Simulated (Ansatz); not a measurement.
`COC1=NC1` + H₂S → `SC1=NC1` + CH₃OH at 400 K and 1 bar (substitution at a C–O bond).

Computed with Ansatz on PBE0-D4/def2-TZVP structures; ΔE is electronic, products minus reactants. CCSD(T)/CBS adds triple-zeta CCSD(T) − MP2 to the extrapolated MP2 energy (def2 sets, frozen cores). This one scheme is used for every species. Each species was taken in one conformer, which may not be the lowest.

```csv
species,CCSD(T)/CBS energy (Eh),H − E (kJ/mol),S (J/(mol·K))
`COC1=NC1`,-246.94586,234.1,333.2
H₂S,-398.97279,53.4,215.9
`SC1=NC1`,-530.30098,141.9,307.5
CH₃OH,-115.61712,151.2,252.6
```

H − E and S are ideal-gas, rigid-rotor, harmonic terms from PBE0-D4/def2-TZVP, for one conformer and one mirror image of each species. 1 Eh = 2625.50 kJ/mol, R = 8.31446 J/(mol·K).

By hand: ΔE, ΔH, ΔS and ΔG.

ΔE = (-530.30098) + (-115.61712) − (-246.94586) − (-398.97279) = 0.00055 Eh = 1.4 kJ/mol. Δ(H − E) = 141.9 + 151.2 − 234.1 − 53.4 = 5.6, so ΔH = 7.0 kJ/mol. ΔS = 307.5 + 252.6 − 333.2 − 215.9 = 11.0 J/(mol·K). ΔG = 7.0 − 400 × (11.0)/1000 = 2.6 kJ/mol.

By hand: the equilibrium constant, and the temperature at which ΔG would vanish if ΔH and ΔS stayed fixed.

log₁₀ K = −ΔG/(RT ln 10) = -0.3. ΔG = 0 at ΔH/ΔS = 636 K, though so small a ΔH makes that figure unsure.

TΔS isn't small against ΔH here. The sign of ΔG lies within the doubt. A doubt of 5 kJ/mol in ΔE shifts log₁₀ K by 0.7 here. Other conformers and mirror images would add mixing entropy, several J/(mol·K) or more a flexible species. These are equilibria of isolated gas molecules and say nothing of rates. Largest T1 diagnostic: 0.013 (customary marks: 0.02 for closed shells, 0.045 for open ones).
